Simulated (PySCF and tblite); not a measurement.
The numbers below are computed, except where a source is named.
System: C4H10S2, numbered as in [CH3:1][CH:2]([CH3:3])[CH2:4][S:5][SH:6].

The path came from a restrained scan, a climbing-image band and a saddle search at GFN2-xTB; energies are CAM-B3LYP/pcSseg-1 + D3(BJ)//GFN2-xTB, thermal terms GFN2-xTB. Rate constants are transition-state-theory values, counting equivalent paths, without tunnelling. Run with tblite and PySCF.

Problem. What barrier does the rotation about the C2–C4 bond (torsion C1–C2–C4–S5 from 65° to 170°, rising) meet, and how fast is it at 298 K?

Solution. The electronic barrier is 3.3 kcal/mol and ΔG‡(298 K) 3.9 kcal/mol, over a C1 saddle with an imaginary mode of 55i cm⁻¹ (GFN2-xTB). With 1 equivalent path, k is 9.1×10⁹ s⁻¹, a mean lifetime of the start of 110 ps against this motion. The end lies 1.2 kcal/mol above the start in free energy.
